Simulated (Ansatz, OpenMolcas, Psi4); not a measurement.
# A ladder of methods for C2H2O2 (glyoxal)

C2H2O2 has 6 atoms, charge 0, and is taken as a singlet. As SMILES, `O=CC=O`. The coordinates come from a PBE0-D4/def2-TZVP relaxation. This is one conformer, not always the lowest.

Each level gives the atomisation enthalpy at 298 K (kJ/mol). The values are calculated. The thermal term (zero-point and 298 K enthalpy, harmonic and unscaled) is that of PBE0-D4/def2-TZVP; the spin-orbit lowering of the free atoms at 298 K, 0.8 kJ/mol by their spectra, is taken off.

**The experiment to reproduce.** Active Thermochemical Tables gives the atomisation enthalpy at 298 K of the gas as 2581 kJ/mol.

```
             level                    kind     program  value (kJ/mol)  computed − measured
   PBE/aug-cc-pVDZ                     GGA  OpenMolcas            2664                  +83
 M06-L/aug-cc-pVDZ                meta-GGA  OpenMolcas            2552                  -29
  TPSS/aug-cc-pVDZ                meta-GGA  OpenMolcas            2542                  -39
r2SCAN/aug-cc-pVDZ                meta-GGA  OpenMolcas            2554                  -27
 B3LYP/aug-cc-pVDZ           global hybrid  OpenMolcas            2525                  -56
 BHLYP/aug-cc-pVDZ           global hybrid  OpenMolcas            2374                 -207
  PBE0/aug-cc-pVDZ           global hybrid  OpenMolcas            2550                  -31
 HSE06/aug-cc-pVDZ  range-separated hybrid        Psi4            2540                  -41
```

Nearest: r2SCAN/aug-cc-pVDZ (-27 kJ/mol); farthest: BHLYP/aug-cc-pVDZ (-207 kJ/mol). Computed less measured by kind, in kJ/mol (aug-cc-pVDZ rows): GGA +83; meta-GGA -39 to -27; global hybrid -207 to -31; range-separated hybrid -41.
